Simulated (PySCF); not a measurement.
HS, multiplicity 2. Atoms are numbered in the order given.

```xyz
2

S      0.0000     0.0000    -0.0793
H      0.0000     0.0000     1.2680
```
Charge 0, spin multiplicity 2.

Geometry: B3LYP-D3(BJ)/def2-TZVPD.

Calculation: PySCF with B3LYP/def2-TZVPD.

Mulliken values depend strongly on the basis, most of all with diffuse functions as here. ESP charges are fitted to the potential on shells at 1.4 to 2.0 van der Waals radii. Atomic charges (e):

```csv
atom,meta-Löwdin,ESP fit,Mulliken,Mulliken spin
S1,…,-0.15,-0.16,1.03
H2,…,0.15,0.16,-0.03
```

Q: Complete the blanks. (An estimate is asked for; the answer gives what the named calculation found.)

A: 
- S1, meta-Löwdin: -0.11
- H2, meta-Löwdin: 0.11
